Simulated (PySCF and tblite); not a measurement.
Values are calculated unless marked as measured or tabulated.
C₅H₈O, numbered as in [CH3:1]/[CH:2]=[CH:3]/[C:4]([CH3:5])=[O:6].

The ensemble was built from 90 distance-geometry starts (ETKDG and KDG, MMFF94s, GFN2-xTB) and rests on PBE0-D3(BJ)/def2-SVP geometries. Weights use PBE0-D3(BJ)/def2-TZVP (IEF-PCM, chloroform) energies plus GFN2-xTB zero-point and thermal terms (modes under about 100 cm⁻¹ blended into free rotors). Symmetry numbers and mirror images are counted. Conformers within 3 kcal/mol (GFN2-xTB free energy) were kept, 8 at most. GIAO shieldings: WP04/pcSseg-1 (IEF-PCM, chloroform). Shifts are against TMS (¹H), TMS (¹³C) at the same level. Codes: tblite and PySCF.

Task: List the conformer-averaged shifts at 298.15 K.

Result: ¹H: 6.81 (H2, 1H), 5.86 (H3, 1H), 2.22 (H5, 3H), 2.05 (H1, 3H) ppm. ¹³C: 203.7 (C4), 156.5 (C2), 137.5 (C3), 30.5 (C5), 23.0 (C1) ppm.

Task: How do the conformers differ?

Result: Torsions listed: C2–C3–C4–O6.
```json
{"conformer": "1", "shape": "-179°", "weight %": "60.8"}
{"conformer": "2", "shape": "0°", "weight %": "39.2"}
```

```json
{"signal": "H1", "1": "2.05", "2": "2.05", "average": "2.05"}
{"signal": "H2", "1": "6.67", "2": "7.03", "average": "6.81"}
{"signal": "H3", "1": "5.77", "2": "6.01", "average": "5.86"}
{"signal": "H5", "1": "2.26", "2": "2.17", "average": "2.22"}
{"signal": "C1", "1": "23.4", "2": "22.5", "average": "23.0"}
{"signal": "C2", "1": "157.0", "2": "155.6", "average": "156.5"}
{"signal": "C3", "1": "139.6", "2": "134.1", "average": "137.5"}
{"signal": "C4", "1": "204.6", "2": "202.3", "average": "203.7"}
{"signal": "C5", "1": "28.7", "2": "33.4", "average": "30.5"}
```

Task: Which signal moves most, for its nucleus, between 150 and 400 K through the change of populations alone?

Result: C3: 138.3 ppm at 150 K, 137.9 ppm at 200 K, 137.6 ppm at 250 K, 137.5 ppm at 298.15 K, 137.2 ppm at 400 K.

Shifts are unscaled: against experiment ¹³C can be off by 15 ppm or more and ¹H by 0.8 ppm.
